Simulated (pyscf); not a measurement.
Elementary routes open to F–N•–F + F–SiH(F)–F in the gas phase (doublet surface):
A. silicon tetrafluoride (F–Si(F)(F)–F) + •HN–F (F–N, H–Si broken; F–Si, H–N formed)
B. F–NH–F + F–Si•(F)–F (H–Si broken; H–N formed)

Structures and frequencies: ωB97X-D3(BJ)/def2-SVP in PySCF.

Rank the routes by free-energy barrier at 1200 K, lowest first, for ωB97M-D3(BJ)/def2-TZVP energies (ideal gas, 1 atm, RRHO with modes under 100 cm⁻¹ raised to 100, one conformer, R ln 2 for chiral ones without a mode under 150 cm⁻¹).

B (68.6 kcal/mol), A (93.5 kcal/mol)

Route B is the fastest of these, ahead of the next by 25.0 kcal/mol. The most stable products are those of A (ΔG = -65.8 kcal/mol), whose barrier is 25.0 kcal/mol higher: the kinetic and the thermodynamic product differ. At 298 K B is still the fastest. Only these routes are compared; each barrier is that of the saddle found, and lower ones may exist.
